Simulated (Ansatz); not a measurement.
A ladder of methods for AlH5S (Al(H2S)H3)

AlH5S: 7 atoms, total charge 0, spin state singlet. As SMILES, `[H][Al]([H])([H])<-[SH2]`. The shape comes from GFN2-xTB, which is rough for such elements, and wasn't checked as a minimum.

```xyz
7

Al    0.1298   -0.2220   -1.0116
S     0.1518   -0.2519    1.4589
H     0.5126    1.0301    1.4853
H    -1.1455    0.0493    1.4764
H     1.6822   -0.1872   -1.1886
H    -0.6661    1.1393   -1.0463
H    -0.6648   -1.5576   -1.1741
```

Quantity: the energy change with the Al1–H5 bond stretched from 1.563 to 1.953 Å, in eV. The values are calculated.

| level | kind | program | value (eV) | CPU time (all runs) |
| --- | --- | --- | --- | --- |
| SVWN5/STO-3G (restricted) | LDA | Ansatz | 1.27 | 1.5 s |
| PBE/STO-3G (restricted) | GGA | Ansatz | 1.22 | 2.5 s |
| revPBE/STO-3G (restricted) | GGA | Ansatz | 1.19 | 2.4 s |
| RPA@PBE/STO-3G (restricted) | RPA | Ansatz | 1.30 | 3.7 s |
| MP2/STO-3G (restricted) | perturbation theory | Ansatz | 1.52 | 0.22 s |
| CCSD/STO-3G (restricted) | coupled cluster or CI | Ansatz | ? | 0.3 s |
| CCSDT(Q)/STO-3G (restricted) | coupled cluster or CI | Ansatz | 1.36 | 0.52 s |
| CCSDT/STO-3G (restricted) | coupled cluster or CI | Ansatz | 1.36 | 0.46 s |
| FCI/STO-3G | exact in the basis | Ansatz | 1.36 | 18 s |

Q: Estimate what the levels marked ? give.

A: As computed at these levels: CCSD/STO-3G (restricted): 1.37 eV. The first shape isn't each level's own minimum. The values span 1.19 to 1.52 eV. All rows use very small basis sets, so even the best lies far from the true value. Times are those of the runs behind each value, whatever else they computed, on shared processors of several kinds: orders of magnitude only.
